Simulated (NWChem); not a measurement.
System: F anion

NWChem printed, in part:

```
             Northwest Computational Chemistry Package (NWChem) 7.3.0
             --------------------------------------------------------

                             Geometry "geometry" -> ""
                             -------------------------

 Output coordinates in angstroms (scale by  1.889725989 to convert to a.u.)

  No.       Tag          Charge          X              Y              Z
 ---- ---------------- ---------- -------------- -------------- --------------
    1 F                    9.0000     0.00000000     0.00000000     0.00000000

 Effective nuclear repulsion energy (a.u.)       0.0000000000

                              NWChem Property Module
                              ----------------------

                                 NWChem DFT Module
                                 -----------------

 Summary of "ao basis" -> "ao basis" (spherical)
 ------------------------------------------------------------------------------
       Tag                 Description            Shells   Functions and Types
 ---------------- ------------------------------  ------  ---------------------
 F                         def2-svpd                 9       23   4s3p2d

            General Information
            -------------------
          SCF calculation type: DFT
          Wavefunction type:  closed shell.
          No. of atoms     :     1
          No. of electrons :    10
           Alpha electrons :     5
            Beta electrons :     5
          Charge           :    -1
          Spin multiplicity:     1
          Use of symmetry is: off; symmetry adaption is: off
          Maximum number of iterations: 150
          AO basis - number of functions:    23
                     number of shells:     9
          Convergence on energy requested:  1.00D-06
          Convergence on density requested:  1.00D-05
          Convergence on gradient requested:  5.00D-04

              XC Information
              --------------
                     Hartree-Fock (Exact) Exchange  1.000
                   CAM-Becke88 Exchange Functional  1.000
                      VWN V Correlation Functional  0.190 local
              Lee-Yang-Parr Correlation Functional  0.810

           Range-Separation Parameters
           ---------------------------
           Alpha           :  0.19
           Beta            :  0.46
           Gamma           :  0.33
           Short-Range HF  :     F

             Grid Information
             ----------------
          Grid used for XC integration:  medium
          Radial quadrature: Mura-Knowles
          Angular quadrature: Lebedev.
          Tag              B.-S. Rad. Rad. Pts. Rad. Cut. Ang. Pts.
          ---              ---------- --------- --------- ---------
          F                   0.50       49           6.0       434
          Grid pruning is: on
          Number of quadrature shells:    49
          Spatial weights used:  Erf1

      Superposition of Atomic Density Guess
      -------------------------------------

 Sum of atomic energies:         -99.29723354

 Renormalizing density from       9.00 to     10

      Non-variational initial energy
      ------------------------------

 Total energy =    -104.983832
 1-e energy   =    -154.471101
 2-e energy   =      49.487268
 HOMO         =       0.162071
 LUMO         =       0.549998

   convergence    iter        energy       DeltaE   RMS-Dens  Diis-err
 ---------------- ----- ----------------- --------- --------- ---------
 d= 0,ls=0.0,diis     1    -99.3325253240 -9.93D+01  7.43D-02  5.53D+00
 d= 0,ls=0.0,diis     2    -99.1373345460  1.95D-01  4.27D-02  7.44D+00
 d= 0,ls=0.0,diis     3    -99.7631791882 -6.26D-01  1.71D-03  2.01D-03
 d= 0,ls=0.0,diis     4    -99.7634544200 -2.75D-04  2.90D-04  3.75D-04
 d= 0,ls=0.0,diis     5    -99.7634832779 -2.89D-05  1.39D-05  1.29D-07
 d= 0,ls=0.0,diis     6    -99.7634832942 -1.63D-08  2.77D-06  4.32D-08

         Total DFT energy =      -99.763483294219
      One electron energy =     -143.492703790892
           Coulomb energy =       54.347153056072
    Exchange-Corr. energy =      -10.617932559399
 Nuclear repulsion energy =        0.000000000000

 Numeric. integr. density =        9.999999563270

                       DFT Final Molecular Orbital Analysis
                       ------------------------------------

 Vector    3  Occ=2.000000D+00  E=-6.809280D-02
              MO Center= -9.5D-17, -2.9D-18, -3.0D-17, r^2= 6.8D-01
   Bfn.  Coefficient  Atom+Function         Bfn.  Coefficient  Atom+Function
  ----- ------------  ---------------      ----- ------------  ---------------
     5      0.460506  1 F  px                 6     -0.422759  1 F  py
     8     -0.297982  1 F  px                 9      0.273557  1 F  py
    11     -0.148133  1 F  px                12      0.135991  1 F  py
     7      0.120920  1 F  pz                10     -0.078245  1 F  pz
    13     -0.038897  1 F  pz

 Vector    4  Occ=2.000000D+00  E=-6.809280D-02
              MO Center= -7.1D-17,  8.3D-18,  1.5D-16, r^2= 6.8D-01
   Bfn.  Coefficient  Atom+Function         Bfn.  Coefficient  Atom+Function
  ----- ------------  ---------------      ----- ------------  ---------------
     7      0.624893  1 F  pz                10     -0.404353  1 F  pz
    13     -0.201012  1 F  pz                 5     -0.100980  1 F  px
     6      0.068740  1 F  py                 8      0.065341  1 F  px
     9     -0.044480  1 F  py                11      0.032483  1 F  px

 Vector    5  Occ=2.000000D+00  E=-6.809280D-02
              MO Center=  1.5D-16, -1.1D-16,  2.4D-17, r^2= 6.8D-01
   Bfn.  Coefficient  Atom+Function         Bfn.  Coefficient  Atom+Function
  ----- ------------  ---------------      ----- ------------  ---------------
     6      0.471129  1 F  py                 5      0.427961  1 F  px
     9     -0.304856  1 F  py                 8     -0.276923  1 F  px
    12     -0.151550  1 F  py                11     -0.137664  1 F  px

 Vector    6  Occ=0.000000D+00  E= 4.334726D-01
              MO Center= -8.2D-15, -4.1D-14, -3.4D-15, r^2= 3.3D+00
   Bfn.  Coefficient  Atom+Function         Bfn.  Coefficient  Atom+Function
  ----- ------------  ---------------      ----- ------------  ---------------
     4      1.510109  1 F  s                  3     -0.954078  1 F  s
     1     -0.089585  1 F  s                  2     -0.089651  1 F  s

 Vector    7  Occ=0.000000D+00  E= 4.390141D-01
              MO Center=  2.4D-14,  1.4D-14, -5.6D-15, r^2= 4.6D+00
   Bfn.  Coefficient  Atom+Function         Bfn.  Coefficient  Atom+Function
  ----- ------------  ---------------      ----- ------------  ---------------
    11      0.906942  1 F  px                12      0.602229  1 F  py
     8     -0.337158  1 F  px                13     -0.230807  1 F  pz
     9     -0.223880  1 F  py                 5      0.208795  1 F  px
     6      0.138644  1 F  py                10      0.085803  1 F  pz
     7     -0.053136  1 F  pz

 Vector    8  Occ=0.000000D+00  E= 4.390141D-01
              MO Center=  3.5D-16,  6.2D-15,  1.6D-14, r^2= 4.6D+00
   Bfn.  Coefficient  Atom+Function         Bfn.  Coefficient  Atom+Function
  ----- ------------  ---------------      ----- ------------  ---------------
    13      1.039171  1 F  pz                12      0.398269  1 F  py
    10     -0.386314  1 F  pz                 7      0.239237  1 F  pz
     9     -0.148058  1 F  py                 6      0.091689  1 F  py

 *** CALLING NEW AORESP DRIVER FOR CLOSED AND OPEN SHELLS ***
 Entering AOResponse driver routine

--------------------------------------------------------------------------------

          -----------------------------------------------
          Solving response equations for perturbing field
          -----------------------------------------------

 number of frequencies:     1
 frequency in a.u.:  0.0000000E+00
 Perturbing field: electric
 Using El. Dipole Length Gauge

 Setting up CPKS with frequency omega =      0.00000000 a.u.

 STATIC response

                                NWChem CPHF Module
                                ------------------

  scftype          =     RHF
  nclosed          =        5
  nopen            =        0
  variables        =       90
  # of vectors     =        3
  tolerance        = 0.10D-03
  level shift      = 0.00D+00
  max iterations   =       50
  max subspace     =       30

 SCF residual:    1.3073609685122429E-005

Iterative solution of linear equations
  No. of variables       90
  No. of equations        3
  Maximum subspace       30
        Iterations       50
       Convergence  1.0D-04

   iter   nsub   residual    time
   ----  ------  --------  ---------
     1      3    6.73D-01       0.2
     2      6    3.29D-01       0.3
     3      9    5.07D-02       0.3
     4     12    1.67D-03       0.4
     5     15    3.82D-05       0.4

 Electric Dipole Response Matrix (nonzero elements):

              1        2        3
    1    9.1703  -0.0000  -0.0000
    2   -0.0000   9.1703   0.0000
    3   -0.0000   0.0000   9.1703

 ------------------------------------------
 average:         9.17029 + I       0.00000

 DFT Linear Response polarizability / au
 Frequency  =       0.0000000 / au
              X              Y              Z
 -----------------------------------------------
 X       9.1702873     -0.0000000     -0.0000000
 Y      -0.0000000      9.1702873      0.0000000
 Z      -0.0000000      0.0000000      9.1702873
 -----------------------------------------------
 Eigenvalues =       9.1702873      9.1702873      9.1702873
 Isotropic   =       9.1702873
 Anisotropic =       0.0000000
 -----------------------------------------------

 Magnetic Dipole Response Matrix (nonzero elements):

 Exiting AOResponse driver routine
```

Level: CAM-B3LYP/def2-SVPD. 

Task: Reconstruct the input file.

Result: One answer among several that fit: the input that was run:
```
start job
memory heap 200 mb stack 900 mb global 1100 mb
charge -1
geometry units angstroms noautosym nocenter noautoz
  F      0.000000     0.000000     0.000000
end
basis spherical
  F library def2-svpd
end
dft
  xc xcamb88 1.00 lyp 0.81 vwn_5 0.19 hfexch 1.00
  cam 0.33 cam_alpha 0.19 cam_beta 0.46
  iterations 150
end
property
  response 1 0.0
end
task dft property
```
